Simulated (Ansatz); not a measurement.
# CNO: the cost of one run

Program: Ansatz 0.2.0. Level of theory: CCSD(T) on unrestricted Hartree-Fock, Gaussian basis cc-pVTZ, and further levels as typed in the inputs. These are calculated values, not measurements.

## (1) The starting structure

Bond lengths: N1–C2 1.429 Å, C2–O3 1.125 Å. Angles: N1–C2–O3 180.0°.

Structure file:

```xyz
3

N     0.0000    0.0000   -1.3278
C     0.0000    0.0000    0.1015
O     0.0000    0.0000    1.2263
```

## (2) Relaxing the atoms: CNO, charge +2

Input file input.yaml:

```yaml
relax:
  f_tol: 0.001
  max_steps: 200
crystal:
  periodic: [false, false, false]
  atoms:
    - { symbol: "N", position_ang: [0.0, 0.0, -1.366667] }
    - { symbol: C, position_ang: [0.0, 0.0, 0.133333] }
    - { symbol: O, position_ang: [0.0, 0.0, 1.233333] }
magnetization:
  spin_polarized: true
  initial_magnetization: 3
total_charge: 2
basis:
  gaussian: { orbitals: def2-TZVPP }
hamiltonian:
  xc: { name: B3LYP }
```

Launch:

```sh
ansatz run input.yaml --threads 4 --pin off --max-ram 12288MiB --backend cpu --events-out ev --progress --plain --runs-dir out
```

What time and memory should one allow on 4 threads of AMD EPYC 7R43 (Zen 3), shared host?

About 5.8 s, with a peak of 0.16 GiB.
